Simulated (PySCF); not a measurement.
Stepwise substitution at one centre (C H-F). All species are isolated molecules in the gas phase. Strings in code marks are SMILES.

Calculation: PBE-D3(BJ)/def2-TZVP (PySCF). 

```
species                               dipole moment (D)  HOMO–LUMO gap (eV)
------------------------------------  -----------------  ------------------
0 of 4 H replaced by F (`C`)                       0.00               10.31
1 of 4 H replaced by F (`CF`)                      1.76                8.72
4 of 4 H replaced by F (`FC(F)(F)F`)               0.00               11.84
```
